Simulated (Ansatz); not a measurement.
Energy needed to pull apart CH₄O (SMILES CO), singlet, into free ground-state atoms, from the structure below (displaced at random from its PBE0-D4/def2-TZVP minimum); no zero-point or spin–orbit terms; open-shell atoms are treated unrestricted, in their ground-state multiplicity.

```
6
angstrom
C -0.1371 -0.1721 -0.2823
O -0.1580 0.3536 1.0246
H -0.8621 -0.9811 -0.3486
H 0.8413 -0.7435 -0.4756
H -0.2558 0.5461 -1.1337
H 0.5616 0.9416 1.0941
```

Ansatz 0.2.0; basis: def2-TZVPP; cores frozen in the correlated methods.

```tsv
method	atomization energy (eV)
PBE-D4	22.45
r2SCAN-D4	?
PBE0-D4	21.99
wB97M-V	22.11
HF	?
MP2	21.81
CCSD	21.32
CCSD(T)	21.59
```

What does r2SCAN-D4 give? (Judge from chemistry; the value comes from the calculation.)

By the calculation: 22.04 eV, which is about 0.46 eV more than CCSD(T)/def2-TZVPP.

What does HF give? (To be estimated.)

By the calculation: 15.84 eV, which is about 5.75 eV less than CCSD(T)/def2-TZVPP.

In triple zeta the MP2 and coupled-cluster atomization energies are still short of their basis limit by a few kcal/mol a bond, whereas those of the functionals are nearly converged, so these differences are not deviations from converged CCSD(T).

The T1 diagnostic stays at or below 0.009.

For scale, one of the runs: CCSD(T)/def2-TZVPP forces, 118 basis functions (an equivalent command: `ansatz run in.yaml --threads 2`). Hardware: 2 CPU threads, shared host. Wall time 36 s; peak host memory 0.84 GiB.
